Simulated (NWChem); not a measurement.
System: ethane (C2H6); SMILES CC

The following NWChem deck was run.

```
start job
memory heap 200 mb stack 900 mb global 1100 mb
geometry units angstroms noautoz
  C      0.000000     0.000000     0.759558
  C      0.000000     0.000000    -0.759558
  H     -0.724029     0.724029     1.165167
  H      0.989042     0.265013     1.165167
  H     -0.265013    -0.989042     1.165167
  H     -0.989042    -0.265013    -1.165167
  H      0.724029    -0.724029    -1.165167
  H      0.265013     0.989042    -1.165167
end
basis spherical
  * library def2-tzvp
end
dft
  xc pbe0
  iterations 200
  convergence diis 3
end
task dft gradient
```

Output (shortened):

```
             Northwest Computational Chemistry Package (NWChem) 7.3.0
             --------------------------------------------------------

 D3D symmetry detected

                             Geometry "geometry" -> ""
                             -------------------------

 Output coordinates in angstroms (scale by  1.889725989 to convert to a.u.)

  No.       Tag          Charge          X              Y              Z
 ---- ---------------- ---------- -------------- -------------- --------------
    1 C                    6.0000     0.00000000     0.00000000     0.75955800
    2 C                    6.0000    -0.00000000     0.00000000    -0.75955800
    3 H                    1.0000    -0.72402900     0.72402900     1.16516700
    4 H                    1.0000     0.98904200     0.26501301     1.16516700
    5 H                    1.0000    -0.26501301    -0.98904200     1.16516700
    6 H                    1.0000    -0.98904200    -0.26501301    -1.16516700
    7 H                    1.0000     0.72402900    -0.72402900    -1.16516700
    8 H                    1.0000     0.26501301     0.98904200    -1.16516700

 Effective nuclear repulsion energy (a.u.)      42.1254118575

      Symmetry information
      --------------------

 Group name             D3d
 Group number             33
 Group order              12
 No. of unique centers     2

                                 NWChem DFT Module
                                 -----------------

 Summary of "ao basis" -> "ao basis" (spherical)
 ------------------------------------------------------------------------------
       Tag                 Description            Shells   Functions and Types
 ---------------- ------------------------------  ------  ---------------------
 C                         def2-tzvp                11       31   5s3p2d1f
 H                         def2-tzvp                 4        6   3s1p

      Symmetry analysis of basis
      --------------------------

        a1g        17
        a1u         2
        a2g         2
        a2u        17
        eg         30
        eu         30

  Rotation of axis

            General Information
            -------------------
          SCF calculation type: DFT
          Wavefunction type:  closed shell.
          No. of atoms     :     8
          No. of electrons :    18
           Alpha electrons :     9
            Beta electrons :     9
          Charge           :     0
          Spin multiplicity:     1
          Use of symmetry is: on ; symmetry adaption is: on
          Maximum number of iterations: 200
          AO basis - number of functions:    98
                     number of shells:    46
          Convergence on energy requested:  1.00D-06
          Convergence on density requested:  1.00D-05
          Convergence on gradient requested:  5.00D-04

              XC Information
              --------------
                         PBE0 Method XC Functional
                     Hartree-Fock (Exact) Exchange  0.250
          PerdewBurkeErnzerhof Exchange Functional  0.750
            Perdew 1991 LDA Correlation Functional  1.000 local
           PerdewBurkeErnz. Correlation Functional  1.000 non-local

             Grid Information
             ----------------
          Grid used for XC integration:  medium
          Radial quadrature: Mura-Knowles
          Angular quadrature: Lebedev.
          Tag              B.-S. Rad. Rad. Pts. Rad. Cut. Ang. Pts.
          ---              ---------- --------- --------- ---------
          C                   0.70       49           8.0       434
          H                   0.35       45          10.0       434
          Grid pruning is: on
          Number of quadrature shells:    94
          Spatial weights used:  Erf1

      Superposition of Atomic Density Guess
      -------------------------------------

 Sum of atomic energies:         -78.34151161

      Non-variational initial energy
      ------------------------------

 Total energy =     -79.682471
 1-e energy   =    -186.371171
 2-e energy   =      64.563289
 HOMO         =      -0.423455
 LUMO         =       0.075933

      Symmetry analysis of molecular orbitals - initial
      -------------------------------------------------

  Numbering of irreducible representations:

     1 a1g         2 a1u         3 a2g         4 a2u         5 eg
     6 eu

  Orbital symmetries:

     1 a1g         2 a2u         3 a1g         4 a2u         5 eu
     6 eu          7 a1g         8 eg          9 eg         10 a1g
    11 a2u        12 eu         13 eu         14 eg         15 eg
    16 a2u        17 a1g        18 eg         19 eg

   convergence    iter        energy       DeltaE   RMS-Dens  Diis-err
 ---------------- ----- ----------------- --------- --------- ---------
 d= 0,ls=0.0,diis     1    -79.7346497067 -1.22D+02  2.41D-03  1.79D-01
  Resetting Diis
 d= 0,ls=0.0,diis     2    -79.7487385571 -1.41D-02  7.63D-04  9.58D-03
 d= 0,ls=0.0,diis     3    -79.7488219819 -8.34D-05  8.65D-04  8.82D-03
 d= 0,ls=0.0,diis     4    -79.7483879207  4.34D-04  4.71D-04  1.21D-02
 d= 0,ls=0.0,diis     5    -79.7499257023 -1.54D-03  6.56D-06  1.51D-06
 d= 0,ls=0.0,diis     6    -79.7499258810 -1.79D-07  8.52D-07  1.71D-08

         Total DFT energy =      -79.749925880983
      One electron energy =     -189.115554415583
           Coulomb energy =       80.212877015150
    Exchange-Corr. energy =      -12.972660338095
 Nuclear repulsion energy =       42.125411857545

 Numeric. integr. density =       17.999996612852

                  Occupations of the irreducible representations
                  ----------------------------------------------

                     irrep           alpha         beta
                     --------     --------     --------
                     a1g               3.0          3.0
                     a1u               0.0          0.0
                     a2g               0.0          0.0
                     a2u               2.0          2.0
                     eg                2.0          2.0
                     eu                2.0          2.0

                       DFT Final Molecular Orbital Analysis
                       ------------------------------------

 Vector    7  Occ=2.000000D+00  E=-3.822948D-01  Symmetry=a1g
              MO Center= -7.2D-17,  8.3D-16,  8.1D-15, r^2= 1.7D+00
   Bfn.  Coefficient  Atom+Function         Bfn.  Coefficient  Atom+Function
  ----- ------------  ---------------      ----- ------------  ---------------
     8      0.298760  1 C  pz                39     -0.298760  2 C  pz
    11      0.237539  1 C  pz                42     -0.237539  2 C  pz
    14      0.102534  1 C  pz                45     -0.102534  2 C  pz
    64      0.074205  3 H  s                 70      0.074205  4 H  s
    76      0.074205  5 H  s                 82      0.074205  6 H  s

 Vector    8  Occ=2.000000D+00  E=-3.500626D-01  Symmetry=eg
              MO Center= -1.0D-15, -3.6D-15, -2.3D-15, r^2= 2.4D+00
   Bfn.  Coefficient  Atom+Function         Bfn.  Coefficient  Atom+Function
  ----- ------------  ---------------      ----- ------------  ---------------
     6      0.226435  1 C  px                37     -0.226435  2 C  px
    70      0.183012  4 H  s                 82      0.183012  6 H  s
     9      0.173428  1 C  px                40     -0.173428  2 C  px
    64     -0.144807  3 H  s                 88     -0.144807  7 H  s
    69      0.122759  4 H  s                 81      0.122759  6 H  s

 Vector    9  Occ=2.000000D+00  E=-3.500626D-01  Symmetry=eg
              MO Center=  7.4D-16,  4.0D-16, -2.8D-15, r^2= 2.4D+00
   Bfn.  Coefficient  Atom+Function         Bfn.  Coefficient  Atom+Function
  ----- ------------  ---------------      ----- ------------  ---------------
     7      0.226435  1 C  py                38     -0.226435  2 C  py
    76     -0.189266  5 H  s                 94     -0.189266  8 H  s
    10      0.173428  1 C  py                41     -0.173428  2 C  py
    64      0.127719  3 H  s                 88      0.127719  7 H  s
    75     -0.126954  5 H  s                 93     -0.126954  8 H  s

 Vector   10  Occ=0.000000D+00  E= 5.167157D-02  Symmetry=a1g
              MO Center= -6.2D-14, -5.4D-14, -2.8D-13, r^2= 6.6D+00
   Bfn.  Coefficient  Atom+Function         Bfn.  Coefficient  Atom+Function
  ----- ------------  ---------------      ----- ------------  ---------------
     5      2.908723  1 C  s                 36      2.908723  2 C  s
    65     -1.317782  3 H  s                 71     -1.317782  4 H  s
    77     -1.317782  5 H  s                 83     -1.317782  6 H  s
    89     -1.317782  7 H  s                 95     -1.317782  8 H  s
    14      0.619009  1 C  pz                45     -0.619009  2 C  pz

 Vector   11  Occ=0.000000D+00  E= 9.030337D-02  Symmetry=a2u
              MO Center= -1.0D-15, -1.1D-15,  3.0D-13, r^2= 7.8D+00
   Bfn.  Coefficient  Atom+Function         Bfn.  Coefficient  Atom+Function
  ----- ------------  ---------------      ----- ------------  ---------------
     5      6.048655  1 C  s                 36     -6.048655  2 C  s
    65     -1.340325  3 H  s                 71     -1.340325  4 H  s
    77     -1.340325  5 H  s                 83      1.340325  6 H  s
    89      1.340325  7 H  s                 95      1.340325  8 H  s
    14     -1.145182  1 C  pz                45     -1.145182  2 C  pz

 Vector   12  Occ=0.000000D+00  E= 1.193666D-01  Symmetry=eu
              MO Center=  1.8D-14, -1.1D-14,  1.8D-15, r^2= 6.7D+00
   Bfn.  Coefficient  Atom+Function         Bfn.  Coefficient  Atom+Function
  ----- ------------  ---------------      ----- ------------  ---------------
    65      1.801583  3 H  s                 89     -1.801583  7 H  s
    71     -1.129372  4 H  s                 83      1.129372  6 H  s
    77     -0.672211  5 H  s                 95      0.672211  8 H  s
    12      0.654072  1 C  px                43      0.654072  2 C  px
    13     -0.486912  1 C  py                44     -0.486912  2 C  py

     Multipole analysis of the density
     ---------------------------------

     L   x y z        total         alpha         beta         nuclear
     -   - - -        -----         -----         ----         -------
     0   0 0 0     -0.000000     -9.000000     -9.000000     18.000000

     1   1 0 0      0.000000      0.000000      0.000000      0.000000
     1   0 1 0     -0.000000     -0.000000     -0.000000     -0.000000
     1   0 0 1     -0.000000     -0.000000     -0.000000      0.000000

     2   2 0 0    -11.070584    -11.151340    -11.151340     11.232097
     2   1 1 0     -0.000000     -0.000000     -0.000000      0.000000
     2   1 0 1      0.000000      0.000000      0.000000      0.000000
     2   0 2 0    -11.070584    -11.151340    -11.151340     11.232097
     2   0 1 1      0.000000      0.000000      0.000000     -0.000000
     2   0 0 2    -11.598821    -32.705282    -32.705282     53.811744

            General Information
            -------------------
          SCF calculation type: DFT
          Wavefunction type:  closed shell.
          No. of atoms     :     8
          No. of electrons :    18
           Alpha electrons :     9
            Beta electrons :     9
          Charge           :     0
          Spin multiplicity:     1
          Use of symmetry is: on ; symmetry adaption is: on
          Maximum number of iterations: 200
          AO basis - number of functions:    98
                     number of shells:    46
          Convergence on energy requested:  1.00D-06
          Convergence on density requested:  1.00D-05
          Convergence on gradient requested:  5.00D-04

              XC Information
              --------------
                         PBE0 Method XC Functional
                     Hartree-Fock (Exact) Exchange  0.250
          PerdewBurkeErnzerhof Exchange Functional  0.750
            Perdew 1991 LDA Correlation Functional  1.000 local
           PerdewBurkeErnz. Correlation Functional  1.000 non-local

             Grid Information
             ----------------
          Grid used for XC integration:  medium
          Radial quadrature: Mura-Knowles
          Angular quadrature: Lebedev.
          Tag              B.-S. Rad. Rad. Pts. Rad. Cut. Ang. Pts.
          ---              ---------- --------- --------- ---------
          C                   0.70       49           8.0       434
          H                   0.35       45          10.0       434
          Grid pruning is: on
          Number of quadrature shells:    94
          Spatial weights used:  Erf1

          Convergence Information
          -----------------------
          Convergence aids based upon iterative change in
          total energy or number of iterations.
          Levelshifting, if invoked, occurs when the
          HOMO/LUMO gap drops below (HL_TOL):  1.00D-02
          DIIS, if invoked, will attempt to extrapolate
          using up to (NFOCK):  3 stored Fock matrices.

                    Damping( 0%)  Levelshifting(0.5)       DIIS
                  --------------- ------------------- ---------------
          dE  on:    start            ASAP                start
          dE off:    2 iters        200 iters           200 iters

                            NWChem DFT Gradient Module
                            --------------------------

  charge          =   0.00
  wavefunction    = closed shell

  Rotation of axis
  Using symmetry

                         DFT ENERGY GRADIENTS

    atom               coordinates                        gradient
                 x          y          z           x          y          z
   1 C       0.000000   0.000000   1.435356    0.000000  -0.000000  -0.005596
   2 C      -0.000000   0.000000  -1.435356   -0.000000   0.000000   0.005596
   3 H      -1.368216   1.368216   2.201846   -0.003496   0.003496   0.002344
   4 H       1.869018   0.500802   2.201846    0.004776   0.001280   0.002344
   5 H      -0.500802  -1.869018   2.201846   -0.001280  -0.004776   0.002344
   6 H      -1.869018  -0.500802  -2.201846   -0.004776  -0.001280  -0.002344
   7 H       1.368216  -1.368216  -2.201846    0.003496  -0.003496  -0.002344
   8 H       0.500802   1.869018  -2.201846    0.001280   0.004776  -0.002344
```

Level: PBE0/def2-TZVP. Geometry: optimised at PBE0/def2-SVP.
